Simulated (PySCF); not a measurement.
## A survey of ³³S NMR shifts

A single conformation, no relativistic terms, no solvent, rapidly exchanging positions averaged. PBE0/pcSseg-1 with gauge-including orbitals; GFN2-xTB structure; PySCF 2.14.0 with density-fitted response routines.

Shieldings were converted by a linear fit to measured shifts: ³³S: δ = 158.28 − 0.937σ (rms 33.3 ppm, 20 shifts vs sulfate, solution or neat liquid). A few per cent of atoms miss by over 2 rms, more outside the fitted compound classes.

Task: Give the ³³S shifts of `C/C=C/S(=O)(=O)Cl`.

Result: 
```tsv
compound	environment	δ (ppm)
C/C=C/S(=O)(=O)Cl	sulfonyl sulfur	-7
```

Task: Match the shifts 5, -143, -442 ppm to `FC(F)(F)[SiH2]SC1CC1`, `C=C(C)S(=O)(=O)Cl`, `C1=CSC(=C2SC=CS2)S1`.

Result: 5: C=C(C)S(=O)(=O)Cl (sulfonyl sulfur); -143: C1=CSC(=C2SC=CS2)S1 (sulfide sulfur); -442: FC(F)(F)[SiH2]SC1CC1 (sulfur bonded to C, Si).
